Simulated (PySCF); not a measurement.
Computed XPS line lists of a few unrelated compounds.

Computed with delta-SCF UKS SCAN, pcX-2 on the ionised atom, pcseg-1 elsewhere, spin-free X2C in PySCF. Geometries: PBE0-D3(BJ)/def2-SVP; isolated species, one conformer each.

Line lists (1s up to Mg, 2p3/2 beyond, nothing for Al; areas count atoms within a level, one atom standing for each set equivalent by bonding):
1. C 1s: 289.30 (area 1), 289.71 (area 1) eV; N 1s: 407.84 eV
2. C 1s: 285.74 (area 1), 285.79 (area 1), 286.45 (area 1), 286.51 (area 1) eV; O 1s: 530.43 (area 1), 530.45 (area 1) eV; P 2p3/2: 132.21 eV
3. C 1s: 294.54 eV; N 1s: 405.75 eV; O 1s: 542.43 eV

Structures:
A. `C#[C][AlH2-][NH3+]` (C2H6AlN)
B. `C[P@](=O)([O-])C1CC1` ([C4H8O2P]-)
C. `N#CO` (CHNO)

Q: Which list belongs to which compound?

A: 
- 1 = A: no other candidate has this set of levels. C 1s: 289.30 alkyne carbon, 289.71 terminal alkyne carbon; N 1s: 407.84 nitrogen bonded to Al and 3 H.
- 2 = B: no other candidate has this set of levels. C 1s: 285.74 sp3 carbon bound to phosphorus, 285.79 sp3 carbon bound to phosphorus, 286.45 three-membered-ring carbon, 286.51 three-membered-ring carbon; O 1s: 530.43 oxygen bonded to P, 530.45 oxygen bonded to P; P 2p3/2: 132.21 phosphoryl phosphorus.
- 3 = C: no other candidate has this set of levels. C 1s: 294.54 cyano carbon; N 1s: 405.75 cyano nitrogen; O 1s: 542.43 hydroxyl oxygen.

2p3/2 and 2p1/2 are the ΔSCF energy of one spin-free 2p hole plus the eigenvalues of a spin–orbit and ligand-field matrix of the shell. 2 of these hole states are spin-contaminated (⟨S²⟩ up to 0.87, against 0.75; counted from 0.85) and less certain.
